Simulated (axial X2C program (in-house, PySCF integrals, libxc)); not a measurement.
# Spin–orbit effects along a row: molecules with C (ions), PBE0

All values come from calculations with an axial X2C code built on PySCF integrals, spin-free (one-electron X2C) or two-component (2c: spin–orbit coupling with atomic mean-field Coulomb and Gaunt terms, which also bring small scalar terms), in Dyall basis sets with cores contracted in-house; open shells are unrestricted.

Basis sets: Al dyall-v3z, C dyall-v3z, Cl dyall-av3z, Mg dyall-cv3z, P dyall-v3z, S dyall-av3z, Si dyall-v3z.

```tsv
molecule	spin-free state	Re (Å)	ωe (cm⁻¹)	De (eV)	2c state	Re 2c (Å)	ωe 2c (cm⁻¹)	De 2c (eV)
MgC⁺	M_S = 3/2, Λ = 0	1.977	649.3	1.50	Ω = 3/2	1.978	649.2	1.50
AlC⁺	M_S = 1, Λ = 0	1.939	615.2	0.94	Ω = 1	1.939	615.0	0.94
SiC⁺	M_S = 3/2, Λ = 0	1.822	836.6	3.77	Ω = 3/2	1.823	836.5	3.77
PC⁺	M_S = 1, Λ = 1	1.620	1141.0	4.91	Ω = 2	1.620	1139.8	4.92
CS⁺	M_S = 1/2, Λ = 0	1.487	1433.0	6.29	Ω = 1/2	1.487	1432.7	6.29
CCl⁺	M_S = 0, Λ = 0	1.539	1198.7	6.78	Ω = 0	1.539	1198.4	6.78
```

(1) Work out the shifts from the spin-free to the two-component result.

Fragments in 2c: Mg+ + C, Al+ + C, Si+ + C, P+ + C, S+ + C, Cl + C+. Each entry is the lowest single determinant of a limited PBE0 search at one distance. De goes to single-determinant-based atoms at the same level (for ions the charge split of lowest energy) and is withheld (n/a) where an atom does not fit its ground term or J level. Main or longest-lived isotopes. One determinant is a doubtful description, or other states lie close, for MgC⁺, AlC⁺, SiC⁺, PC⁺, CS⁺; these need not be ground states, and all values refer to the states named. Some open-shell Ω = 0 determinants are out of reach, so the Ω given for AlC⁺, PC⁺ need not be the lowest component. With several unpaired electrons the Ω given is that of one determinant, not necessarily of the lowest component. Some light 2c atoms are not at their ground J level, so De misses part of their lowering (0.04 eV or less). The functionals have no current term, which raises determinants with orbital currents.

## Answers

(1) 

```json
{"molecule": "MgC⁺", "2c state": "Ω = 3/2", "ΔRe (Å)": "0.001", "Δωe (cm⁻¹)": "-0.1", "ΔDe (eV)": "0.00"}
{"molecule": "AlC⁺", "2c state": "Ω = 1", "ΔRe (Å)": "0.000", "Δωe (cm⁻¹)": "-0.2", "ΔDe (eV)": "0.00"}
{"molecule": "SiC⁺", "2c state": "Ω = 3/2", "ΔRe (Å)": "0.001", "Δωe (cm⁻¹)": "-0.1", "ΔDe (eV)": "0.00"}
{"molecule": "PC⁺", "2c state": "Ω = 2", "ΔRe (Å)": "0.000", "Δωe (cm⁻¹)": "-1.2", "ΔDe (eV)": "0.01"}
{"molecule": "CS⁺", "2c state": "Ω = 1/2", "ΔRe (Å)": "0.000", "Δωe (cm⁻¹)": "-0.3", "ΔDe (eV)": "0.00"}
{"molecule": "CCl⁺", "2c state": "Ω = 0", "ΔRe (Å)": "0.000", "Δωe (cm⁻¹)": "-0.3", "ΔDe (eV)": "0.00"}
```

Shifts of one unit in the last digit are rounding.
